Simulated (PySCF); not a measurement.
NO, SMILES [N]=O (connectivity only; charge and spin as stated), charge +1, multiplicity 1.

Geometry: PBE-D3(BJ)/def2-TZVPD.

Calculation: M06-2X/def2-TZVPD (PySCF).

The molecule is in vacuum.

The total energy is -129.54928 hartree and the point group is C∞v. The highest occupied level comes out as -27.21 eV, the lowest empty level comes out as -11.48 eV and the orbital gap comes out as 15.74 eV. The dipole moment about the centre of nuclear charge is 0.45 D, the mean static polarisability comes out as 6.9 bohr³ (1.03 Å³) and the polarisability, principal values comes out as 5.8, 5.8, 9.2 bohr³.
